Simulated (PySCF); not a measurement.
**ClH3Si: core ionisation energies**

Species: SiClH3.
Cartesian coordinates in Å at the PBE0-D3(BJ)/def2-SVP level; atoms count from 1:
```xyz
5
ClH3Si angstrom
Si    -0.0008    0.0014   -0.1238
Cl     0.0123   -0.0214    1.9436
H      1.4046    0.0116   -0.6154
H     -0.7123    1.2240   -0.5887
H     -0.7038   -1.2156   -0.6157
```

Computed with delta-SCF UKS SCAN, pcX-2 on the ionised atom, pcseg-1 elsewhere, spin-free X2C in PySCF 2.14.0. Each binding energy is the total energy of the core-ionised species, with the hole localised on one atom, minus that of the ground state; both are solved self-consistently, so orbital relaxation is included.

Problem. List the computed XPS lines with their assignment.

Solution. 
```json
{"atom(s)": "Cl2", "bonded to": "Si", "level": "Cl 1s", "binding energy (eV)": "2828.81", "2p1/2 (eV)": "–", "count": "1"}
{"atom(s)": "Si1", "bonded to": "Cl and 3 H", "level": "Si 1s", "binding energy (eV)": "1848.06", "2p1/2 (eV)": "–", "count": "1"}
{"atom(s)": "Cl2", "bonded to": "Si", "level": "Cl 2p3/2", "binding energy (eV)": "206.20", "2p1/2 (eV)": "207.86", "count": "1"}
{"atom(s)": "Si1", "bonded to": "Cl and 3 H", "level": "Si 2p3/2", "binding energy (eV)": "108.19", "2p1/2 (eV)": "108.82", "count": "1"}
```

Problem. Which photon energy gives electrons from Si 2p3/2 of Si1 a kinetic energy of 100 eV, and what is their de Broglie wavelength?

Solution. hν = 108.19 + 100 = 208.19 eV, recoil neglected; λ = 12.264 Å/√(E/eV) = 1.23 Å.

Problem. What is the longest wavelength that can ionise Si 2p3/2 of Si1 vertically?

Solution. λ = hc/E = 12398.42 eV Å / 108.19 eV = 114.599 Å.

For 2p shells one spin-free hole was relaxed; a mean-field spin–orbit operator and the ground-state splitting of the three 2p orbitals were then diagonalised within the shell. The shell's mean is (2 × 2p3/2 + 2p1/2)/3, and the degeneracies 2j + 1 give areas of 2:1. 2p1/2 minus 2p3/2 (ligand field included): Si 0.63 eV, Cl 1.65 eV. Geometry: PBE0-D3(BJ)/def2-SVP; no solvent, vibrations or thermal averaging.

On x86-64 server, one thread, no GPU (shared host), this took 6.0 s wall.
